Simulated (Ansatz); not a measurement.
Geometry optimisation, RKS PBE0-D4/def2-SVP in Ansatz.

Input file:

```yaml
crystal:
  periodic: [false, false, false]
  atoms:
    - { symbol: Si, position_ang: [0.152399, 0.023394, 0.177279] }
    - { symbol: H, position_ang: [0.374294, -0.039428, 1.608172] }
    - { symbol: F, position_ang: [1.718731, -0.003543, -0.098543] }
    - { symbol: H, position_ang: [-0.509728, 1.201841, -0.422437] }
    - { symbol: F, position_ang: [-0.553795, -1.288265, -0.428071] }
basis:
  gaussian: { orbitals: def2-SVP }
hamiltonian:
  xc: pbe0
  dispersion: d4
relax:
  f_tol: 0.03
  max_steps: 50
```

Command:

```bash
$ ansatz run input.yaml --threads 1 --pin off --max-ram 2048MiB --backend cpu --events-out ev --progress --plain --runs-dir out
```

Problem. Where does it end, and by what steps?

Solution. The run converged. After 4 steps the energy has fallen by 0.264 eV; H2 moved furthest, 0.20 Å.

```tsv
step	energy less start (eV)	largest force component (eV/Å)	accepted
0	0.0000	1.248	yes
1	-0.2405	0.235	yes
2	-0.2582	0.396	yes
3	-0.2635	0.035	yes
4	-0.2636	0.007	yes
```

```xyz
5
Properties=species:S:1:pos:R:3
Si 0.210 0.022 0.201
H 0.186 -0.043 1.681
F 1.746 0.002 -0.288
H -0.454 1.213 -0.375
F -0.505 -1.299 -0.382
```

The run took 5.9 s on 1 thread of Arm Neoverse V2 (shared host), peak memory 0.11 GiB.
